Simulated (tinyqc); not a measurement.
RHF in the sto-6g basis, for H2O, spin multiplicity 1, step by step (part 1 of 2). Computed by tinyqc, a small Python program that keeps every step (integrals from PySCF). Settings: charge = 0, multiplicity = 1, basis = sto-6g, energy threshold = 1e-08, iteration cap = 90, orthogonalisation = symmetric, start = core, DIIS depth = 4, method = RHF. Command: `OMP_NUM_THREADS=1 python tinyqc.py 30606 30607 out.jsonl` (the two numbers bound the seeds that draw the settings). One thread of a shared host (Intel(R) Xeon(R) Processor @ 2.60GHz), about 0.1 s of CPU time with the checks. Later iterations appear only in the table of the cycle.

## One-electron integrals

Geometry (angstrom):
```
atom       x        y       z
O     0.0000   0.0000  0.0000
H     0.0000   0.9230  0.7110
H     0.0000  -0.8910  0.6870
```

Basis sto-6g: exponents (1/bohr^2) and contraction coefficients of normalised primitives:
```
element  l (shell)   exponent  coefficient
O            s (1)  1355.5842       0.0092
O            s (1)   248.5449       0.0494
O            s (1)    69.5339       0.1685
O            s (1)    23.8868       0.3706
O            s (1)     9.2759       0.4165
O            s (1)     3.8203       0.1303
O            s (2)    52.1878      -0.0133
O            s (2)    10.3293      -0.0470
O            s (2)     3.2103      -0.0338
O            s (2)     1.2351       0.2502
O            s (2)     0.5364       0.5951
O            s (2)     0.2459       0.2407
O            p (3)    52.1878       0.0038
O            p (3)    10.3293       0.0377
O            p (3)     3.2103       0.1739
O            p (3)     1.2351       0.4180
O            p (3)     0.5364       0.4259
O            p (3)     0.2459       0.1017
H            s (1)    35.5232       0.0092
H            s (1)     6.5131       0.0494
H            s (1)     1.8221       0.1685
H            s (1)     0.6260       0.3706
H            s (1)     0.2431       0.4165
H            s (1)     0.1001       0.1303
```

Overlap, kinetic and nuclear-attraction integrals over the contracted functions; the nuclear repulsion is the sum of Za Zb / Rab.

nuclear repulsion = 7.687930 hartree

overlap S, order 1O 1s, 1O 2s, 1O 2px, 1O 2py, 1O 2pz, 2H 1s, 3H 1s:
$$\begin{pmatrix}
1.0000 & 0.2311 & 0.0000 & 0.0000 & 0.0000 & 0.0343 & 0.0377 \\
0.2311 & 1.0000 & 0.0000 & 0.0000 & 0.0000 & 0.3517 & 0.3740 \\
0.0000 & 0.0000 & 1.0000 & 0.0000 & 0.0000 & 0.0000 & 0.0000 \\
0.0000 & 0.0000 & 0.0000 & 1.0000 & 0.0000 & 0.2497 & -0.2617 \\
0.0000 & 0.0000 & 0.0000 & 0.0000 & 1.0000 & 0.1924 & 0.2018 \\
0.0343 & 0.3517 & 0.0000 & 0.2497 & 0.1924 & 1.0000 & 0.1607 \\
0.0377 & 0.3740 & 0.0000 & -0.2617 & 0.2018 & 0.1607 & 1.0000
\end{pmatrix}$$

kinetic energy T (hartree), order 1O 1s, 1O 2s, 1O 2px, 1O 2py, 1O 2pz, 2H 1s, 3H 1s:
$$\begin{pmatrix}
29.3272 & -0.8960 & 0.0000 & 0.0000 & 0.0000 & -0.0064 & -0.0061 \\
-0.8960 & 0.8426 & 0.0000 & 0.0000 & 0.0000 & 0.0495 & 0.0614 \\
0.0000 & 0.0000 & 2.5313 & 0.0000 & 0.0000 & 0.0000 & 0.0000 \\
0.0000 & 0.0000 & 0.0000 & 2.5313 & 0.0000 & 0.1189 & -0.1356 \\
0.0000 & 0.0000 & 0.0000 & 0.0000 & 2.5313 & 0.0916 & 0.1046 \\
-0.0064 & 0.0495 & 0.0000 & 0.1189 & 0.0916 & 0.7685 & -0.0084 \\
-0.0061 & 0.0614 & 0.0000 & -0.1356 & 0.1046 & -0.0084 & 0.7685
\end{pmatrix}$$

nuclear attraction V (hartree), order 1O 1s, 1O 2s, 1O 2px, 1O 2py, 1O 2pz, 2H 1s, 3H 1s:
$$\begin{pmatrix}
-62.1828 & -6.3650 & 0.0000 & 0.0006 & -0.0140 & -1.0793 & -1.1849 \\
-6.3650 & -9.9210 & 0.0000 & 0.0068 & -0.1632 & -2.6372 & -2.8368 \\
0.0000 & 0.0000 & -9.8662 & 0.0000 & 0.0000 & 0.0000 & 0.0000 \\
0.0006 & 0.0068 & 0.0000 & -9.9686 & 0.0036 & -1.6499 & 1.7569 \\
-0.0140 & -0.1632 & 0.0000 & 0.0036 & -9.9270 & -1.3118 & -1.3964 \\
-1.0793 & -2.6372 & 0.0000 & -1.6499 & -1.3118 & -5.1068 & -0.9175 \\
-1.1849 & -2.8368 & 0.0000 & 1.7569 & -1.3964 & -0.9175 & -5.2235
\end{pmatrix}$$

core Hamiltonian H = T + V (hartree), order 1O 1s, 1O 2s, 1O 2px, 1O 2py, 1O 2pz, 2H 1s, 3H 1s:
$$\begin{pmatrix}
-32.8556 & -7.2610 & 0.0000 & 0.0006 & -0.0140 & -1.0857 & -1.1910 \\
-7.2610 & -9.0784 & 0.0000 & 0.0068 & -0.1632 & -2.5877 & -2.7755 \\
0.0000 & 0.0000 & -7.3349 & 0.0000 & 0.0000 & 0.0000 & 0.0000 \\
0.0006 & 0.0068 & 0.0000 & -7.4373 & 0.0036 & -1.5310 & 1.6212 \\
-0.0140 & -0.1632 & 0.0000 & 0.0036 & -7.3957 & -1.2202 & -1.2918 \\
-1.0857 & -2.5877 & 0.0000 & -1.5310 & -1.2202 & -4.3383 & -0.9259 \\
-1.1910 & -2.7755 & 0.0000 & 1.6212 & -1.2918 & -0.9259 & -4.4549
\end{pmatrix}$$

## Two-electron integrals

Functions are numbered as in S; the eight-fold symmetry (ij|kl) = (ji|kl) = (kl|ij) leaves the list below.

Two-electron integrals (ij|kl) in chemists' order, unique and non-zero (hartree):
```
(11|11) 4.7875      (21|11) 0.6759      (21|21) 0.1215      (22|11) 1.1174
(22|21) 0.2492      (22|22) 0.8174      (31|31) 0.0258      (32|31) 0.0391
(32|32) 0.1807      (33|11) 1.1174      (33|21) 0.2492      (33|22) 0.8174
(33|33) 0.8807      (41|41) 0.0258      (42|41) 0.0391      (42|42) 0.1807
(43|43) 0.0475      (44|11) 1.1174      (44|21) 0.2492      (44|22) 0.8174
(44|33) 0.7857      (44|44) 0.8807      (51|51) 0.0258      (52|51) 0.0391
(52|52) 0.1807      (53|53) 0.0475      (54|54) 0.0475      (55|11) 1.1174
(55|21) 0.2492      (55|22) 0.8174      (55|33) 0.7857      (55|44) 0.7857
(55|55) 0.8807      (61|11) 0.1068      (61|21) 0.0184      (61|22) 0.0370
(61|33) 0.0369      (61|41) 0.0007      (61|42) 0.0014      (61|44) 0.0371
(61|51) 0.0006      (61|52) 0.0011      (61|54) 1.14e-04    (61|55) 0.0370
(61|61) 0.0028      (62|11) 0.2787      (62|21) 0.0631      (62|22) 0.2317
(62|33) 0.2277      (62|41) 0.0040      (62|42) 0.0306      (62|44) 0.2352
(62|51) 0.0031      (62|52) 0.0236      (62|54) 0.0057      (62|55) 0.2321
(62|61) 0.0096      (62|62) 0.0844      (63|31) 0.0068      (63|32) 0.0389
(63|43) 0.0062      (63|53) 0.0048      (63|63) 0.0114      (64|11) 0.1667
(64|21) 0.0383      (64|22) 0.1497      (64|33) 0.1432      (64|41) 0.0088
(64|42) 0.0572      (64|44) 0.1602      (64|51) 0.0016      (64|52) 0.0141
(64|54) 0.0083      (64|55) 0.1459      (64|61) 0.0061      (64|62) 0.0663
(64|64) 0.0628      (65|11) 0.1284      (65|21) 0.0295      (65|22) 0.1153
(65|33) 0.1103      (65|41) 0.0016      (65|42) 0.0141      (65|44) 0.1138
(65|51) 0.0080      (65|52) 0.0497      (65|54) 0.0089      (65|55) 0.1219
(65|61) 0.0047      (65|62) 0.0511      (65|64) 0.0396      (65|65) 0.0419
(66|11) 0.4467      (66|21) 0.1030      (66|22) 0.4343      (66|33) 0.4178
(66|41) 0.0079      (66|42) 0.0837      (66|44) 0.4488      (66|51) 0.0061
(66|52) 0.0644      (66|54) 0.0239      (66|55) 0.4362      (66|61) 0.0159
(66|62) 0.2082      (66|64) 0.1862      (66|65) 0.1434      (66|66) 0.7750
(71|11) 0.1172      (71|21) 0.0202      (71|22) 0.0406      (71|33) 0.0405
(71|41) -0.0008     (71|42) -0.0015     (71|44) 0.0407      (71|51) 0.0006
(71|52) 0.0012      (71|54) -1.25e-04   (71|55) 0.0406      (71|61) 0.0031
(71|62) 0.0102      (71|64) 0.0059      (71|65) 0.0050      (71|66) 0.0166
(71|71) 0.0034      (72|11) 0.2999      (72|21) 0.0679      (72|22) 0.2485
(72|33) 0.2442      (72|41) -0.0043     (72|42) -0.0326     (72|44) 0.2522
(72|51) 0.0033      (72|52) 0.0251      (72|54) -0.0061     (72|55) 0.2490
(72|61) 0.0100      (72|62) 0.0713      (72|64) 0.0391      (72|65) 0.0418
(72|66) 0.1403      (72|71) 0.0114      (72|72) 0.0962      (73|31) 0.0073
(73|32) 0.0420      (73|43) -0.0066     (73|53) 0.0051      (73|63) 0.0093
(73|73) 0.0132      (74|11) -0.1772     (74|21) -0.0407     (74|22) -0.1587
(74|33) -0.1517     (74|41) 0.0096      (74|42) 0.0614      (74|44) -0.1698
(74|51) -0.0017     (74|52) -0.0149     (74|54) 0.0089      (74|55) -0.1545
(74|61) -0.0057     (74|62) -0.0385     (74|64) -0.0124     (74|65) -0.0222
(74|66) -0.0695     (74|71) -0.0071     (74|72) -0.0747     (74|74) 0.0704
(75|11) 0.1366      (75|21) 0.0314      (75|22) 0.1223      (75|33) 0.1169
(75|41) -0.0017     (75|42) -0.0149     (75|44) 0.1207      (75|51) 0.0087
(75|52) 0.0535      (75|54) -0.0095     (75|55) 0.1294      (75|61) 0.0048
(75|62) 0.0415      (75|64) 0.0223      (75|65) 0.0333      (75|66) 0.0888
(75|71) 0.0055      (75|72) 0.0576      (75|74) -0.0441     (75|75) 0.0472
(76|11) 0.0912      (76|21) 0.0209      (76|22) 0.0832      (76|33) 0.0813
(76|41) 1.50e-05    (76|42) 1.72e-04    (76|44) 0.0828      (76|51) 0.0016
(76|52) 0.0144      (76|54) 4.27e-05    (76|55) 0.0854      (76|61) 0.0032
(76|62) 0.0302      (76|64) 0.0207      (76|65) 0.0206      (76|66) 0.0786
(76|71) 0.0035      (76|72) 0.0320      (76|74) -0.0216     (76|75) 0.0216
(76|76) 0.0136      (77|11) 0.4612      (77|21) 0.1064      (77|22) 0.4466
(77|33) 0.4294      (77|41) -0.0083     (77|42) -0.0871     (77|44) 0.4618
(77|51) 0.0064      (77|52) 0.0671      (77|54) -0.0250     (77|55) 0.4486
(77|61) 0.0156      (77|62) 0.1344      (77|64) 0.0676      (77|65) 0.0859
(77|66) 0.2897      (77|71) 0.0180      (77|72) 0.2251      (77|74) -0.1991
(77|75) 0.1535      (77|76) 0.0786      (77|77) 0.7750
```

## Orthogonalisation

S = U s U^T; symmetric (Loewdin) form X = U s^(-1/2) U^T, so that X^T S X = 1.

eigenvalues of S: [0.4599, 0.5510, 0.8888, 1.0000, 1.0972, 1.2898, 1.7133]

X, order 1O 1s, 1O 2s, 1O 2px, 1O 2py, 1O 2pz, 2H 1s, 3H 1s:
$$\begin{pmatrix}
1.0222 & -0.1312 & 0.0000 & 0.0004 & -0.0062 & 0.0161 & 0.0171 \\
-0.1312 & 1.1384 & 0.0000 & -0.0058 & 0.0625 & -0.1959 & -0.2148 \\
0.0000 & 0.0000 & 1.0000 & 0.0000 & 0.0000 & 0.0000 & 0.0000 \\
0.0004 & -0.0058 & 0.0000 & 1.0641 & -0.0028 & -0.1570 & 0.1669 \\
-0.0062 & 0.0625 & 0.0000 & -0.0028 & 1.0332 & -0.1053 & -0.1138 \\
0.0161 & -0.1959 & 0.0000 & -0.1570 & -0.1053 & 1.1045 & -0.0542 \\
0.0171 & -0.2148 & 0.0000 & 0.1669 & -0.1138 & -0.0542 & 1.1192
\end{pmatrix}$$

## Starting guess

The start is the orbitals of the core Hamiltonian; D = 2 C_occ C_occ^T.

D at the start, order 1O 1s, 1O 2s, 1O 2px, 1O 2py, 1O 2pz, 2H 1s, 3H 1s:
$$\begin{pmatrix}
2.1225 & -0.5495 & 0.0000 & 0.0027 & -0.0341 & 0.0625 & 0.0676 \\
-0.5495 & 2.4561 & 0.0000 & -0.0180 & 0.2014 & -0.2679 & -0.2915 \\
0.0000 & 0.0000 & 2.0000 & 0.0000 & 0.0000 & 0.0000 & 0.0000 \\
0.0027 & -0.0180 & 0.0000 & 2.2225 & -0.0094 & -0.2631 & 0.2807 \\
-0.0341 & 0.2014 & 0.0000 & -0.0094 & 2.1157 & -0.1790 & -0.1924 \\
0.0625 & -0.2679 & 0.0000 & -0.2631 & -0.1790 & 0.0727 & 0.0112 \\
0.0676 & -0.2915 & 0.0000 & 0.2807 & -0.1924 & 0.0112 & 0.0829
\end{pmatrix}$$

## Iteration 1: building the Fock matrix

J_ij = sum D_kl (ij|kl), K_ij = sum D_kl (ik|jl); F = H + J - 0.5 K; E = tr D H + tr D J / 2 - 0.25 tr D K + E_nn.

Coulomb J (hartree), order 1O 1s, 1O 2s, 1O 2px, 1O 2py, 1O 2pz, 2H 1s, 3H 1s:
$$\begin{pmatrix}
18.7373 & 3.3755 & 0.0000 & -0.0002 & 0.0036 & 0.5144 & 0.5644 \\
3.3755 & 8.8414 & 0.0000 & 0.0002 & -0.0005 & 2.4204 & 2.5975 \\
0.0000 & 0.0000 & 8.8439 & 0.0000 & 0.0000 & 0.0000 & 0.0000 \\
-0.0002 & 0.0002 & 0.0000 & 8.8395 & 0.0004 & 1.5340 & -1.6257 \\
0.0036 & -0.0005 & 0.0000 & 0.0004 & 8.8408 & 1.1802 & 1.2522 \\
0.5144 & 2.4204 & 0.0000 & 1.5340 & 1.1802 & 4.3503 & 0.8478 \\
0.5644 & 2.5975 & 0.0000 & -1.6257 & 1.2522 & 0.8478 & 4.4745
\end{pmatrix}$$

exchange K (hartree), order 1O 1s, 1O 2s, 1O 2px, 1O 2py, 1O 2pz, 2H 1s, 3H 1s:
$$\begin{pmatrix}
9.8872 & 1.5929 & 0.0000 & -0.0001 & 0.0012 & 0.2620 & 0.2870 \\
1.5929 & 2.8479 & 0.0000 & 0.0001 & 0.0050 & 0.6716 & 0.7231 \\
0.0000 & 0.0000 & 2.3706 & 0.0000 & 0.0000 & 0.0000 & 0.0000 \\
-0.0001 & 0.0001 & 0.0000 & 2.3681 & 0.0007 & 0.3193 & -0.3387 \\
0.0012 & 0.0050 & 0.0000 & 0.0007 & 2.3675 & 0.2446 & 0.2604 \\
0.2620 & 0.6716 & 0.0000 & 0.3193 & 0.2446 & 0.2581 & 0.1580 \\
0.2870 & 0.7231 & 0.0000 & -0.3387 & 0.2604 & 0.1580 & 0.2944
\end{pmatrix}$$

Fock matrix F (hartree), order 1O 1s, 1O 2s, 1O 2px, 1O 2py, 1O 2pz, 2H 1s, 3H 1s:
$$\begin{pmatrix}
-19.0620 & -4.6820 & 0.0000 & 0.0004 & -0.0111 & -0.7024 & -0.7701 \\
-4.6820 & -1.6609 & 0.0000 & 0.0069 & -0.1662 & -0.5030 & -0.5395 \\
0.0000 & 0.0000 & 0.3237 & 0.0000 & 0.0000 & 0.0000 & 0.0000 \\
0.0004 & 0.0069 & 0.0000 & 0.2182 & 0.0036 & -0.1568 & 0.1649 \\
-0.0111 & -0.1662 & 0.0000 & 0.0036 & 0.2613 & -0.1623 & -0.1699 \\
-0.7024 & -0.5030 & 0.0000 & -0.1568 & -0.1623 & -0.1170 & -0.1571 \\
-0.7701 & -0.5395 & 0.0000 & 0.1649 & -0.1699 & -0.1571 & -0.1277
\end{pmatrix}$$

total energy of this density = -74.021581 hartree

## Iteration 1: diagonalisation and new density

Diagonalise F' = X^T F X, C = X C', fill 5 alpha and 5 beta electrons from the bottom; D = 2 C_occ C_occ^T. Each column has its largest component positive (the first on a tie).

F' = X^T F X (hartree):
$$\begin{pmatrix}
-18.7362 & -2.4555 & 0.0000 & 0.0008 & -0.0155 & -0.0916 & -0.1083 \\
-2.4555 & -0.7106 & 0.0000 & -0.0023 & -0.0593 & -0.2731 & -0.2993 \\
0.0000 & 0.0000 & 0.3237 & 0.0000 & 0.0000 & 0.0000 & 0.0000 \\
0.0008 & -0.0023 & 0.0000 & 0.3599 & -0.0019 & -0.2450 & 0.2595 \\
-0.0155 & -0.0593 & 0.0000 & -0.0019 & 0.3349 & -0.1778 & -0.1912 \\
-0.0916 & -0.2731 & 0.0000 & -0.2450 & -0.1778 & 0.1141 & -0.0552 \\
-0.1083 & -0.2993 & 0.0000 & 0.2595 & -0.1912 & -0.0552 & 0.1369
\end{pmatrix}$$

orbital energies (hartree): MO1 -19.0667, MO2 -0.6342, MO3 -0.0975, MO4 0.1306, MO5 0.3237, MO6 0.5257, MO7 0.6411

coefficients C, order 1O 1s, 1O 2s, 1O 2px, 1O 2py, 1O 2pz, 2H 1s, 3H 1s:
$$\begin{pmatrix}
0.9959 & -0.2158 & -0.0001 & -0.1396 & 0.0000 & -0.0680 & 0.0145 \\
0.0182 & 0.8145 & 0.0026 & 0.7218 & 0.0000 & 0.4546 & -0.1012 \\
0.0000 & 0.0000 & 0.0000 & 0.0000 & 1.0000 & 0.0000 & 0.0000 \\
-0.0001 & -0.0073 & 0.4734 & 0.0234 & 0.0000 & 0.1491 & 0.9685 \\
0.0020 & 0.1667 & 0.0018 & -0.5137 & 0.0000 & 0.8867 & -0.1326 \\
-0.0033 & 0.1915 & 0.5695 & -0.4822 & 0.0000 & -0.6553 & -0.5238 \\
-0.0035 & 0.2028 & -0.5315 & -0.4845 & 0.0000 & -0.4932 & 0.7356
\end{pmatrix}$$

D after iteration 1, order 1O 1s, 1O 2s, 1O 2px, 1O 2py, 1O 2pz, 2H 1s, 3H 1s:
$$\begin{pmatrix}
2.1158 & -0.5168 & 0.0000 & -0.0038 & 0.0754 & 0.0453 & 0.0408 \\
-0.5168 & 2.3694 & 0.0000 & 0.0243 & -0.4700 & -0.3813 & -0.3719 \\
0.0000 & 0.0000 & 2.0000 & 0.0000 & 0.0000 & 0.0000 & 0.0000 \\
-0.0038 & 0.0243 & 0.0000 & 0.4494 & -0.0247 & 0.5138 & -0.5288 \\
0.0754 & -0.4700 & 0.0000 & -0.0247 & 0.5833 & 0.5613 & 0.5634 \\
0.0453 & -0.3813 & 0.0000 & 0.5138 & 0.5613 & 1.1871 & -0.0604 \\
0.0408 & -0.3719 & 0.0000 & -0.5288 & 0.5634 & -0.0604 & 1.1168
\end{pmatrix}$$

## Iteration 2: building the Fock matrix

As before.

Coulomb J (hartree), order 1O 1s, 1O 2s, 1O 2px, 1O 2py, 1O 2pz, 2H 1s, 3H 1s:
$$\begin{pmatrix}
16.7418 & 2.9447 & 0.0000 & 0.0008 & -0.0013 & 0.4504 & 0.4941 \\
2.9447 & 7.7606 & 0.0000 & 0.0043 & 0.0958 & 2.2402 & 2.3967 \\
0.0000 & 0.0000 & 7.7961 & 0.0000 & 0.0000 & 0.0000 & 0.0000 \\
0.0008 & 0.0043 & 0.0000 & 7.7551 & -0.0033 & 1.4633 & -1.5427 \\
-0.0013 & 0.0958 & 0.0000 & -0.0033 & 7.7307 & 1.1553 & 1.2218 \\
0.4504 & 2.2402 & 0.0000 & 1.4633 & 1.1553 & 4.6023 & 0.8294 \\
0.4941 & 2.3967 & 0.0000 & -1.5427 & 1.2218 & 0.8294 & 4.6693
\end{pmatrix}$$

exchange K (hartree), order 1O 1s, 1O 2s, 1O 2px, 1O 2py, 1O 2pz, 2H 1s, 3H 1s:
$$\begin{pmatrix}
9.7967 & 1.4807 & 0.0000 & -0.0002 & 0.0043 & 0.2438 & 0.2670 \\
1.4807 & 2.4537 & 0.0000 & 0.0045 & -0.0824 & 0.7857 & 0.8378 \\
0.0000 & 0.0000 & 2.2445 & 0.0000 & 0.0000 & 0.0000 & 0.0000 \\
-0.0002 & 0.0045 & 0.0000 & 1.3911 & -0.0338 & 0.5617 & -0.5844 \\
0.0043 & -0.0824 & 0.0000 & -0.0338 & 1.3962 & 0.4866 & 0.5069 \\
0.2438 & 0.7857 & 0.0000 & 0.5617 & 0.4866 & 1.3253 & 0.2691 \\
0.2670 & 0.8378 & 0.0000 & -0.5844 & 0.5069 & 0.2691 & 1.3220
\end{pmatrix}$$

Fock matrix F (hartree), order 1O 1s, 1O 2s, 1O 2px, 1O 2py, 1O 2pz, 2H 1s, 3H 1s:
$$\begin{pmatrix}
-21.0122 & -5.0566 & 0.0000 & 0.0015 & -0.0175 & -0.7573 & -0.8304 \\
-5.0566 & -2.5446 & 0.0000 & 0.0088 & -0.0262 & -0.7404 & -0.7976 \\
0.0000 & 0.0000 & -0.6610 & 0.0000 & 0.0000 & 0.0000 & 0.0000 \\
0.0015 & 0.0088 & 0.0000 & -0.3777 & 0.0171 & -0.3486 & 0.3708 \\
-0.0175 & -0.0262 & 0.0000 & 0.0171 & -0.3631 & -0.3082 & -0.3235 \\
-0.7573 & -0.7404 & 0.0000 & -0.3486 & -0.3082 & -0.3986 & -0.2311 \\
-0.8304 & -0.7976 & 0.0000 & 0.3708 & -0.3235 & -0.2311 & -0.4467
\end{pmatrix}$$

total energy of this density = -75.465037 hartree

## Iteration 2: DIIS over 2 matrices

error matrix X^T (FDS - SDF) X:
$$\begin{pmatrix}
0.0000 & -0.0096 & 0.0000 & 0.0015 & -0.0167 & 0.0162 & 0.0191 \\
0.0096 & 0.0000 & 0.0000 & -0.0067 & -0.1685 & 0.0249 & 0.0148 \\
0.0000 & 0.0000 & 0.0000 & 0.0000 & 0.0000 & 0.0000 & 0.0000 \\
-0.0015 & 0.0067 & 0.0000 & 0.0000 & -0.0022 & -0.3065 & 0.2969 \\
0.0167 & 0.1685 & 0.0000 & 0.0022 & 0.0000 & -0.2864 & -0.2682 \\
-0.0162 & -0.0249 & 0.0000 & 0.3065 & 0.2864 & 0.0000 & -0.0014 \\
-0.0191 & -0.0148 & 0.0000 & -0.2969 & 0.2682 & 0.0014 & 0.0000
\end{pmatrix}$$

B (overlaps of the stored error matrices):
$$\begin{pmatrix}
2.4630295e+00 & -1.0138635e+00 \\
-1.0138635e+00 & 7.3260911e-01
\end{pmatrix}$$

Minimise |sum c_i e_i|^2 with sum c_i = 1: solve [B -1; -1 0][c; lambda] = [0; -1] with B_ij = tr e_i^T e_j, and take F = sum c_i F_i.

DIIS coefficients: [0.3344, 0.6656]

extrapolated F (hartree), order 1O 1s, 1O 2s, 1O 2px, 1O 2py, 1O 2pz, 2H 1s, 3H 1s:
$$\begin{pmatrix}
-20.3601 & -4.9314 & 0.0000 & 0.0011 & -0.0153 & -0.7389 & -0.8103 \\
-4.9314 & -2.2491 & 0.0000 & 0.0082 & -0.0730 & -0.6610 & -0.7113 \\
0.0000 & 0.0000 & -0.3317 & 0.0000 & 0.0000 & 0.0000 & 0.0000 \\
0.0011 & 0.0082 & 0.0000 & -0.1785 & 0.0126 & -0.2844 & 0.3020 \\
-0.0153 & -0.0730 & 0.0000 & 0.0126 & -0.1544 & -0.2594 & -0.2721 \\
-0.7389 & -0.6610 & 0.0000 & -0.2844 & -0.2594 & -0.3045 & -0.2063 \\
-0.8103 & -0.7113 & 0.0000 & 0.3020 & -0.2721 & -0.2063 & -0.3400
\end{pmatrix}$$

## Iteration 2: diagonalisation and new density

As before.

F' = X^T F X (hartree):
$$\begin{pmatrix}
-20.0369 & -2.4871 & 0.0000 & 0.0013 & -0.0322 & -0.0956 & -0.1127 \\
-2.4871 & -1.2747 & 0.0000 & -0.0025 & 0.0619 & -0.3164 & -0.3459 \\
0.0000 & 0.0000 & -0.3317 & 0.0000 & 0.0000 & 0.0000 & 0.0000 \\
0.0013 & -0.0025 & 0.0000 & -0.0060 & 0.0062 & -0.3182 & 0.3349 \\
-0.0322 & 0.0619 & 0.0000 & 0.0062 & -0.0554 & -0.2443 & -0.2580 \\
-0.0956 & -0.3164 & 0.0000 & -0.3182 & -0.2443 & -0.0093 & -0.0627 \\
-0.1127 & -0.3459 & 0.0000 & 0.3349 & -0.2580 & -0.0627 & -0.0058
\end{pmatrix}$$

orbital energies (hartree): MO1 -20.3632, MO2 -1.1425, MO3 -0.4388, MO4 -0.3317, MO5 -0.3270, MO6 0.3940, MO7 0.4894

coefficients C, order 1O 1s, 1O 2s, 1O 2px, 1O 2py, 1O 2pz, 2H 1s, 3H 1s:
$$\begin{pmatrix}
0.9968 & -0.2345 & -0.0105 & 0.0000 & 0.0811 & -0.0850 & 0.0145 \\
0.0143 & 0.9319 & 0.0584 & 0.0000 & -0.4567 & 0.5573 & -0.1020 \\
0.0000 & 0.0000 & 0.0000 & 1.0000 & 0.0000 & 0.0000 & 0.0000 \\
-0.0002 & -0.0090 & 0.6186 & 0.0000 & 0.0466 & 0.1183 & 0.8866 \\
0.0018 & 0.0741 & -0.0592 & 0.0000 & 0.7016 & 0.7636 & -0.1063 \\
-0.0025 & 0.0990 & 0.4171 & 0.0000 & 0.4244 & -0.7538 & -0.6044 \\
-0.0028 & 0.1124 & -0.4693 & 0.0000 & 0.3416 & -0.5800 & 0.8104
\end{pmatrix}$$

D after iteration 2, order 1O 1s, 1O 2s, 1O 2px, 1O 2py, 1O 2pz, 2H 1s, 3H 1s:
$$\begin{pmatrix}
2.1106 & -0.4838 & 0.0000 & -0.0016 & 0.0839 & 0.0086 & 0.0071 \\
-0.4838 & 2.1613 & 0.0000 & 0.0130 & -0.5096 & -0.1544 & -0.1574 \\
0.0000 & 0.0000 & 2.0000 & 0.0000 & 0.0000 & 0.0000 & 0.0000 \\
-0.0016 & 0.0130 & 0.0000 & 0.7698 & -0.0093 & 0.5538 & -0.5509 \\
0.0839 & -0.5096 & 0.0000 & -0.0093 & 1.0024 & 0.5607 & 0.5516 \\
0.0086 & -0.1544 & 0.0000 & 0.5538 & 0.5607 & 0.7278 & -0.0793 \\
0.0071 & -0.1574 & 0.0000 & -0.5509 & 0.5516 & -0.0793 & 0.6992
\end{pmatrix}$$
